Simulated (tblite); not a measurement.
C4H9S2 (doublet state).
Z-matrix (Å and degrees, GFN2-xTB geometry), rows numbered from 1:
```
C 
C   1  1.5159
S   2  1.8365  1  112.32
C   3  1.7317  2  102.17  1    98.04
C   4  1.4907  3  116.69  2   165.67
S   4  1.7657  3  118.17  2   -45.81
H   1  1.0876  2  110.48  3    58.05
H   1  1.0875  2  110.73  3   -62.31
H   1  1.0882  2  109.64  3   177.95
H   2  1.0885  1  111.89  3   120.01
H   2  1.0899  1  110.96  3  -117.20
H   5  1.0877  4  109.25  3   -33.11
H   5  1.0941  4  112.43  3    87.02
H   5  1.0919  4  110.17  3  -152.82
H   6  1.3343  4   94.80  3   169.46
```

All values are computed: GFN2-xTB (tblite) harmonic vibrations without scaling, gas phase. This tight-binding method is rough: wavenumbers can miss measured ones by several per cent, in bad cases by 10 to 20. Modes of hydrogen on sulfur can be 10 to 20 % off. One conformer, not necessarily the lowest. Open shells enter through the occupations alone, without spin polarisation, and single modes of such species can be off by tens of per cent.

Harmonic wavenumbers (cm⁻¹): 54.9, 90.1, 142.5, 156.0, 206.3, 220.3, 261.2, 286.5, 312.5, 346.0, 567.4, 661.1, 774.2, 804.9, 867.6, 1012.7, 1015.1, 1025.9, 1080.9, 1089.6, 1161.3, 1223.0, 1248.5, 1395.1, 1406.3, 1435.3, 1461.9, 1473.9, 1485.7, 1492.2, 2392.0, 2928.8, 2976.1, 2992.7, 3001.2, 3027.1, 3035.4, 3041.3, 3046.4.

A = 3145, B = 1745, C = 1201 MHz; mass 121.015 u (most abundant isotopes); point group C1, symmetry number 1; spin multiplicity 2.

Q: What is the zero-point energy?

A: ½Σν̃ = 25600 cm⁻¹ = 73.19 kcal/mol.

Q: Entropy at 298.15 K, 1 bar (ideal gas, RRHO, classical rotation)?

A: Translation 40.31, rotation 28.28, vibration 25.45, spin (R ln 2) 1.38: S = 95.4 cal/(mol K).

Q: And Cp and H(298.15 K) − H(0)?

A: Cp = 32.78 cal/(mol K), of which vibrations give 24.83 (their classical limit is 39 R = 77.5); H(298.15 K) − H(0) = 6.39 kcal/mol without the zero-point energy, 4.02 from vibrations.

Q: Which modes carry the vibrational entropy at 298.15 K?

A: 54.9 cm⁻¹: 4.63; 90.1 cm⁻¹: 3.66; 142.5 cm⁻¹: 2.77; 156.0 cm⁻¹: 2.60; 206.3 cm⁻¹: 2.08; 220.3 cm⁻¹: 1.96 cal/(mol K); the other 33 give 7.75 together.

Q: What must be added to the electronic energy to get the Gibbs energy at 298.15 K and 1 bar?

A: ZPE + [H(298.15 K) − H(0)] − T·S = 73.19 + 6.39 − 28.45 = 51.13 kcal/mol.

Q: How do the functions run with temperature in this model?

A: 
```tsv
T (K)	S (cal/(mol K))	Cp (cal/(mol K))	H − H(0) (kcal/mol)	G − H(0) (kcal/mol)	ln q(vib)
50	58.0	12.2	0.47	-2.43	0.34
100	68.4	18.3	1.24	-5.60	1.33
373.15	103.3	37.8	9.04	-29.51	7.69
500	115.5	45.5	14.34	-43.41	10.41
750	136.2	56.7	27.21	-74.95	15.39
1000	153.6	64.3	42.38	-111.24	19.93
```

q(vib) and H(0) count from the zero-point level.

Hindered rotation and anharmonicity are outside this model. Other conformers, if any are populated, would add a mixing term that is left out. The structure is chiral; the term R ln 2 for an equal mix with its mirror image is left out.
